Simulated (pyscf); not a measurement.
**Concerted two-bond exchange: HO–SiH₃ (SMILES O[SiH3]) → HO–SiH₃ (SMILES O[SiH3])**

Gas phase, singlet surface, charge 0. Bonds broken: O1–H3, Si2–H4. Bonds formed: O1–H4, Si2–H3. Single points on ωB97X-D3(BJ)/def2-SVP structures (PySCF, gas phase). MP2 and CC: frozen core, UHF for open shells. ΔMP2 is the change of the MP2 total energy from the triple- to the quadruple-zeta basis.

Transition state (Å):

```xyz
6

O     -0.5746     1.2712     0.2230
Si     0.3602     0.0313    -0.0989
H      0.9685     1.7286     0.1789
H     -1.4562    -0.0638     0.0398
H      0.7671    -0.4141    -1.4574
H      0.9718    -0.8746     0.9085
```

One imaginary mode, 2270i cm⁻¹; descent along it reached the two sides named.

```tsv
bond	change	reactant side (Å)	saddle	product side
O1–H3	breaks	0.962	1.610	2.528
Si2–H4	breaks	1.485	1.824	2.275
O1–H4	forms	2.528	1.610	0.962
Si2–H3	forms	2.275	1.824	1.485
```

Electronic energies relative to the reactant's lowest minimum found (kJ/mol):

| level | barrier | reaction energy | reverse barrier |
|---|---|---|---|
| ωB97X-D3(BJ)/def2-TZVP | 608.7 | 0.0 | 608.7 |
| PBE/def2-TZVP | 527.0 | 0.0 | 527.0 |
| r²SCAN/def2-TZVP | 560.9 | 0.0 | 560.9 |
| B3LYP-D3(BJ)/def2-TZVP | 569.0 | 0.0 | 569.0 |
| PBE0-D3(BJ)/def2-TZVP | 580.2 | 0.0 | 580.2 |
| M06-2X/def2-TZVP | 607.2 | 0.0 | 607.2 |
| ωB97M-D3(BJ)/def2-TZVP | 591.5 | 0.0 | 591.5 |
| HF/def2-TZVP | 695.6 | 0.0 | 695.6 |
| MP2/def2-QZVPP | 629.5 | 0.0 | 629.5 |
| CCSD/def2-TZVPP | 612.9 | 0.0 | 612.9 |
| CCSD(T)/def2-TZVPP | 586.0 | 0.0 | 586.0 |
| CCSD(T)/def2-TZVPP + ΔMP2(QZVPP) | 586.6 | 0.0 | 586.6 |

With CCSD(T)/def2-TZVPP + ΔMP2(QZVPP) energies and thermal terms (ideal gas, 1 atm, RRHO with modes under 100 cm⁻¹ raised to 100, one conformer, R ln 2 for rigid chiral ones), in kJ/mol:

```json
[
 {"T (K)": "298", "ΔH‡": "561.1", "ΔG‡": "564.7", "ΔH": "0.0", "ΔG": "0.0"},
 {"T (K)": "600", "ΔH‡": "560.7", "ΔG‡": "568.5", "ΔH": "0.0", "ΔG": "0.0"},
 {"T (K)": "900", "ΔH‡": "560.8", "ΔG‡": "572.4", "ΔH": "0.0", "ΔG": "0.0"},
 {"T (K)": "1200", "ΔH‡": "560.8", "ΔG‡": "576.3", "ΔH": "0.0", "ΔG": "0.0"}
]
```

The same reactants have a lower exit, to HO–SiH: [singlet] + H₂ (barrier +279.9 kJ/mol at ωB97M-D3(BJ), against +591.5 kJ/mol here). This is the saddle that the search found; another between the same sides may lie lower. One closed-shell reference is unstable to symmetry breaking; treat the single-reference values with care. The CCSD(T) − MP2 part came from Ansatz, without density fitting, on the same reference. The largest closed-shell T1 diagnostic is 0.031, which may signal static correlation.
